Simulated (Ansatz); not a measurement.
`NCC(O)(F)F` and `OC(F)F` differ in one atom or group.

Ansatz, PBE0-D4/def2-TZVP geometries, multiplicity 1. Each molecule was computed in one conformer, which needn't be the lowest.

```tsv
property	`NCC(O)(F)F`
size of the dipole moment (PBE/def2-TZVPP) / D	4.28
zero-point energy (PBE0-D4/def2-TZVP) / kJ/mol	219.2
ideal-gas entropy at 298 K and 1 bar (rigid rotor, harmonic PBE0-D4/def2-TZVP) / J/(mol·K)	323
HOMO energy (B3LYP/def2-TZVPP) / eV	-7.92
LUMO energy (PBE0/def2-TZVPP) / eV	0.54
LUMO energy (B3LYP/def2-TZVPP) / eV	0.16
```

Give the same properties after the change, and the shifts. (An estimate is asked.)

Ansatz gave: 
| property | `OC(F)F` | shift |
| --- | --- | --- |
| size of the dipole moment (PBE/def2-TZVPP) / D | 0.76 | -3.52 |
| zero-point energy (PBE0-D4/def2-TZVP) / kJ/mol | 98.6 | -120.6 |
| ideal-gas entropy at 298 K and 1 bar (rigid rotor, harmonic PBE0-D4/def2-TZVP) / J/(mol·K) | 274 | -49 |
| HOMO energy (B3LYP/def2-TZVPP) / eV | -9.77 | -1.85 |
| LUMO energy (PBE0/def2-TZVPP) / eV | 1.12 | 0.58 |
| LUMO energy (B3LYP/def2-TZVPP) / eV | 0.68 | 0.52 |

With PBE0 the HOMO falls by 1.91 eV and the LUMO rises by 0.58 eV, so the gap widens by about 2.49 eV. PBE moves the HOMO by -1.52 eV and ωB97M-V by -2.01 eV. The zero-point energy changes by -120.6 kJ/mol with -15 modes. Dipoles are sizes alone; their direction can turn.

Positive LUMOs are unbound, so they and the gaps depend on the basis.

B3LYP here is the variant with VWN-RPA as its local correlation; programs differ in this.
